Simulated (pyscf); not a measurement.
A first-order saddle from PySCF, ωB97X-D3(BJ)/def2-SVP:

```xyz
13

C     -1.8546     0.6460     0.1273
C     -0.3370     0.7455     0.0727
C      0.3825    -0.2950    -0.6978
H     -2.1591    -0.3923     0.3397
H     -2.3110     1.3132     0.8782
H     -2.2629     0.9125    -0.8585
H     -0.0168     1.7915    -0.0797
H     -0.2856    -0.9622    -1.2643
H      1.1916     0.0919    -1.3356
N      0.2075     0.4226     1.5751
H      0.6739    -0.4512     1.0737
H     -0.4887     0.2353     2.3058
H      0.9037     1.0893     1.9218
```
Charge 0, spin multiplicity 1.

Surface: singlet, charge 0. Lowest wavenumbers (cm⁻¹): 866i, 106, 265, 365, 374.

**Question.** Which two sides does it connect, and which bonds change?

**Answer.** `[CH2]=[CH][CH3]` + `[NH3]` ⇌ `[CH3][CH]([CH3])[NH2]`, an addition across a multiple bond or ene-type step read from left to right: H–N broken and C–N, C–H formed. At ωB97M-D3(BJ)/def2-TZVP it lies +54.0 kcal/mol from the left side and +72.0 kcal/mol from the right (each side as separated species at their lowest minima found). One saddle was located; it need not be the lowest between these sides.
